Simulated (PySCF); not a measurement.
# SiHCl: relaxation and vibrations of the singlet

Aim: relax SiHCl as a singlet from a linear start, check by its vibrations whether the end is a minimum, and collect its spectrum and constants.

The runs use PySCF 2.14.0; PBE0, basis Si def2-TZVP, H def2-TZVP, Cl def2-TZVP, no relativity, density fitting.

### 1 Starting geometry

3 atoms, charge 0, spin multiplicity 1.

Bond lengths: Si1–H2 1.480 Å, Si1–Cl3 2.150 Å. Angles: H2–Si1–Cl3 180.0°.

```xyz
3
charge 0 multiplicity 1
Si    0.0000    0.0000    0.0000
H     0.0000    0.0000   -1.4800
Cl    0.0000    0.0000    2.1500
```

### 2 Finding the electronic state

The steps below are one call of a driver around PySCF. For each, scf.py gives the equivalent set-up of the SCF; relaxations use the driver's own optimiser. After this first run the driver tries any further starts and a stability analysis.

Input file scf.py:

```python
from pyscf import gto, scf, dft
mol = gto.M(atom='''
Si     0.000000     0.000000     0.000000
H      0.000000     0.000000    -1.480000
Cl     0.000000     0.000000     2.150000''',
    basis={'Si': 'def2-TZVP', 'H': 'def2-TZVP', 'Cl': 'def2-TZVP'},
    charge=0, spin=0)
mf = dft.RKS(mol, xc='PBE0')
mf.grids.atom_grid = (50, 194)
aux = {'Si': 'def2-universal-JKFIT', 'H': 'def2-universal-JKFIT', 'Cl': 'def2-universal-JKFIT'}
mf = mf.density_fit(auxbasis=aux)
mf.conv_tol = 1e-08
mf.diis_space = 10
mf.max_cycle = 60
mf.init_guess = 'minao'
mf.verbose = 4
mf.kernel()
```

Started as:

```bash
OMP_NUM_THREADS=2 python axn.py task.json out
```

After this run come: Relaxation: linear start, singlet; Frequencies; Following the imaginary mode; Vibrations and properties at this point.

**Question.** What will these runs give? Wanted: minimum; geometry; wavenumbers; dipole moment; highest occupied, lowest empty level; polar-tensor charge of Si1; zero-point energy; atomisation energy.

**Answer**, as computed:

| quantity | value |
| --- | --- |
| minimum | singlet, Cs |
| geometry | Si–Cl 2.077 Å, Si–H 1.529 Å; Cl–Si–H 94.7° |
| wavenumbers (cm⁻¹) | 527 (a'), 812 (a'), 2019 (a') |
| dipole moment | 0.97 D |
| highest occupied, lowest empty level | -6.99, -2.97 eV |
| polar-tensor charge of Si1 | +0.72 e |
| zero-point energy | 20.1 kJ/mol |
| entropy at 298.15 K | 251.2 J/(mol K) |
| atomisation energy (no zero-point energy) | 732 kJ/mol |

What this shows: The linear start (C∞v) ends in a minimum of Cs symmetry, after a stop at a second-order saddle point 305.6 kJ/mol higher, from which it was pushed off along an imaginary mode. The strongest infrared band lies at 2019 cm⁻¹ (a', stretch). Other starts or spin states, not run here, may lie lower.
